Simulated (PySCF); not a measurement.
Dipole moment and polarisability across levels of theory

Compound: C4H7ClO.
InChI=1S/C4H7ClO/c1-6-4-2-3(4)5/h3-4H,2H2,1H3/t3-,4-/m1/s1

PySCF, dipoles from the SCF density, polarisabilities from static response with core orbitals frozen. One conformer (not necessarily the lowest) at the PBE0-D3(BJ)/def2-SVP geometry, without solvent, vibrations or thermal averaging.

Question: How do dipole and polarisability depend on functional and basis here?

Answer: 

| level | μ (D) | α (Å³) | anisotropy (Å³) |
| --- | --- | --- | --- |
| LDA/def2-SVPD | 1.201 | 10.33 | 2.82 |
| PBE/def2-SVPD | 1.217 | 10.24 | 2.84 |
| B3LYP/def2-SVPD | 1.186 | 9.91 | 2.66 |
| PBE0/def2-SVPD | 1.211 | 9.79 | 2.63 |
| BHandHLYP/def2-SVPD | 1.194 | 9.53 | 2.50 |
| CAM-B3LYP/def2-SVPD | 1.171 | 9.73 | 2.54 |
| wB97X-D/def2-SVPD | 1.220 | 9.69 | 2.52 |
| LC-wPBE/def2-SVPD | 1.183 | 9.46 | 2.43 |
| HF/def2-SVPD | 1.256 | 9.17 | 2.33 |
| PBE0/6-31G* | 1.285 | 7.84 | 2.67 |
| PBE0/def2-SVP | 1.123 | 7.90 | 2.33 |
| PBE0/def2-TZVP | 1.189 | 9.27 | 2.71 |

The anisotropy is √(½[(α1 − α2)² + (α2 − α3)² + (α3 − α1)²]). The dipole runs from 1.12 D (PBE0/def2-SVP) to 1.29 D (PBE0/6-31G*). No reference polarisability is at hand; against PBE0 in the largest diffuse basis at hand (def2-SVPD) the other PBE0 rows deviate by 6-31G* -20%, def2-SVP -19%, def2-TZVP -5%. In one basis (def2-SVPD) the functionals order the polarisability from HF (lowest) to LDA (highest), a spread of 13%. With PBE0 the polarisability is 8.34 Å³ without diffuse functions (mean of 6-31G*, def2-SVP and def2-TZVP) and 9.79 Å³ with them (def2-SVPD).
